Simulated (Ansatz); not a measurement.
The cluster B2H3⁻. The state is a triplet with charge -1. Geometry B3LYP-D4/def2-TZVP, that of the neutral doublet; atoms count from 1.

```xyz
5

B    -0.381   -0.459    0.147
B     0.586    0.708   -0.227
H     1.315    1.587   -0.509
H    -1.480   -0.237    0.561
H    -0.041   -1.599    0.028
```

The highest occupied level of the charge -1 triplet lies above zero (up to 1.81 eV). By energy differences its removal costs 0.20 eV (vertical, to the charge 0 doublet, at PBE0-D4/def2-TZVPD); a positive level beside a positive removal energy at the same level points to self-interaction error. At PBE0-D4/def2-TZVPD a singlet of charge -1 lies 0.79 eV below the triplet at the same geometry. The structure comes from a short search, and lower isomers may exist.

(1) Estimate the Mulliken populations from the PBE0/def2-TZVPD orbitals of Ansatz.

(2) Where does the spin sit?

(3) And the Mayer bond orders between bonded heavy atoms (over 0.3)?

Answers

(1) 
```json
{"atom": "B1", "charge (e)": "-1.20", "spin (α − β)": "1.27"}
{"atom": "B2", "charge (e)": "0.11", "spin (α − β)": "0.95"}
{"atom": "H3", "charge (e)": "0.11", "spin (α − β)": "-0.19"}
{"atom": "H4", "charge (e)": "-0.02", "spin (α − β)": "-0.01"}
{"atom": "H5", "charge (e)": "-0.02", "spin (α − β)": "-0.01"}
```
Mulliken values and Mayer orders depend strongly on the basis. With diffuse functions, as here, like atoms can get unlike values, and bond orders can come out too low or too high.

(2) Summed by element: B 2.22, H -0.22, of 2 unpaired in all. Largest on single atoms: B1 1.27, B2 0.95, H3 -0.19.

(3) B1–B2 2.23 (1.56 Å).
